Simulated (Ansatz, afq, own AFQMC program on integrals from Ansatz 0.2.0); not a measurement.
# B₂SiH, quartet: a scan with AFQMC

```xyz
4

B     0.0000   -0.3807    2.1502
B     0.0000    0.4056    0.7804
Si    0.0000   -0.0675   -1.1591
H     0.0000    1.6127    0.8640
```

All coordinates are scaled about the centre. Energies in kJ/mol count from this geometry (1.000) at the same level; the start stands on UHF, each point on the determinant named.

Basis cc-pVDZ. Only valence electrons are correlated. Integrals, coupled cluster, full CI and functionals: Ansatz 0.2.0; the random walks run on the same integrals in our own AFQMC program. The CISD trial takes its coefficients from CCSD amplitudes. Released means that phaseless walkers are propagated on without the constraint, phases kept. Uncertainties: one standard error, sampling alone.

Cautions, each for one point or more: (T) is large; higher spins were not checked; lower spins were not checked; raised T1 diagnostic; strong correlation; the ph-AFQMC/CISD walk drifts between its halves; the search met a lower determinant of the same kind, perhaps of another symmetry, and this one is a saddle point; unrestricted determinant slightly spin contaminated; unrestricted determinant spin contaminated; walk and cluster series may follow different spin states.

| scale of all distances | det. | T1 | weight | ⟨S²⟩ | CCSD | PBE | CCSD(T) |
| --- | --- | --- | --- | --- | --- | --- | --- |
| 0.881 | UHF | 0.038 | 0.84 | 3.82 | 180.1 | 160.2 | 181.4 |
| 1.114 | UHF | 0.047 | 0.80 | 3.83 | 43.0 | 50.5 | 40.7 |
| 1.299 | UHF†¶ | 0.063 | 0.73 | 4.03 | 275.2 | 261.8 | 255.9 |
| 1.494 | UHF†¶ | 0.073 | 0.71 | 4.14 | 469.9 | 481.8 | 467.6 |

Estimate the curve of phaseless AFQMC with a CISD trial, counted from the same start.


| scale of all distances | det. | T1 | weight | ⟨S²⟩ | ph-AFQMC/CISD | CCSDT(Q) |
| --- | --- | --- | --- | --- | --- | --- |
| 0.881 | UHF | 0.038 | 0.84 | 3.82 | 183.7 ± 2.3 | 182.5 |
| 1.114 | UHF | 0.047 | 0.80 | 3.83 | 43.6 ± 1.9 | 39.3 |
| 1.299 | UHF†¶ | 0.063 | 0.73 | 4.03 | 261.1 ± 2.7 | 244.8 |
| 1.494 | UHF†¶ | 0.073 | 0.71 | 4.14 | 471.6 ± 2.8 | 458.5 |

Weight is that of the determinant in the CISD state; at the start T1 is 0.044 and the weight 0.82, and ⟨S²⟩ is 3.80. ¶ marks points with a poor determinant and no full CI, where no value is sure; they don't count among the departures. A dagger marks points whose determinant fills other symmetries than the start's, so the wave-function levels may follow another state there, or a degenerate partner. Largest departures from phaseless AFQMC with a CISD trial: CCSD(T) -2.9 kJ/mol at 1.114 (on UHF) (within the noise), CCSDT(Q) -4.3 kJ/mol at 1.114 (on UHF), CCSD -3.6 kJ/mol at 0.881 (on UHF) (within the noise), PBE -23.5 kJ/mol at 0.881. The walk's constraint bias lies outside its error bars, so these are departures and not errors. Functionals count only at points shown to share the start's state and spin. In this small basis the wave-function levels are far from their limit, so their gap to the functionals isn't the functionals' error.

CCSDT and higher add their correlation energy to the determinant of the CCSD(T) run, since their own runs factorise the integrals more tightly (a shift of under 2 meV). A walk keeps the symmetry of its determinant, which the program's search chose and which needn't be the lowest solution, so a lower state of the same spin and another symmetry isn't excluded.
